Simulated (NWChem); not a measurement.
Total energies of CHO

```
C
O 1 1.1722
H 1 1.1350 2 124.78
```
Charge 0, spin multiplicity 2.

The numbers come from NWChem runs, not from measurements. All single points use one geometry, from UPBE0/def2-SVP, a minimum by its harmonic frequencies.

Basis set: def2-SVP (33 functions).

| method | total energy (Ha) |
|---|---|
| UHF | -113.15900 |
| UMP2 | -113.45357 |
| UB2PLYP | -113.66247 |
| UPBE | -113.64018 |
| UB3LYP | -113.76679 |
| ULC-wPBE (omega 0.3 per bohr) | -113.67054 |

Total energies of different functionals aren't comparable as a measure of quality: only differences taken within one method are. 

The correlated methods keep 2 core orbitals frozen. B3LYP has NWChem's definition, with VWN1-RPA local correlation. The structure started from a generated list of species. The unpaired electrons of the parent sit in orbitals of symmetry a' (Cs labels of the run); other states weren't searched. The stability of the SCF solutions was not checked. Open-shell Hartree-Fock references start from PBE0 orbitals.
